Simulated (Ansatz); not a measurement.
**Worked example: a bond strength in H2O2 (hydrogen peroxide)**

H2O2: 4 atoms, total charge 0, spin state singlet. As SMILES, `OO`. The shape was relaxed beforehand at PBE0/def2-SVP.

```csv
atom,x (Å),y (Å),z (Å)
O,-0.4773,-0.5794,0.0187
O,0.0606,0.7193,0.2069
H,0.1776,-1.1201,0.4813
H,0.2391,0.9803,-0.7070
```

Wanted: the dissociation energy of the O2–O1 bond into doublet OH and doublet OH (shapes relaxed at PBE0/def2-SVP, no zero-point term). 1 Eh = 2625.50 kJ/mol = 27.2114 eV. Totals in Eh; open shells run unrestricted unless said.

| level | program | H2O2 | doublet OH | doublet OH  |
| --- | --- | --- | --- | --- |
| BLYP/def2-TZVPP | Ansatz | -151.601928 | -75.756405 | -75.756405 |
| r2SCAN/def2-TZVPP | Ansatz | -151.542666 | -75.730577 | -75.730577 |
| MP2/def2-TZVPP, 2 core orbitals frozen | Ansatz | -151.338434 | -75.622358 | -75.622358 |

Work out the dissociation energy at each level.


1. BLYP/def2-TZVPP: (-75.756405) + (-75.756405) − (-151.601928) = 0.089118 Eh = 234.0 kJ/mol = 2.43 eV.
2. r2SCAN/def2-TZVPP: (-75.730577) + (-75.730577) − (-151.542666) = 0.081512 Eh = 214.0 kJ/mol = 2.22 eV.
3. MP2/def2-TZVPP: (-75.622358) + (-75.622358) − (-151.338434) = 0.093718 Eh = 246.1 kJ/mol = 2.55 eV.

The levels span 214 to 246 kJ/mol; no measured value is set beside them. A bond enthalpy at 298 K also holds the loss of zero-point energy and thermal terms.
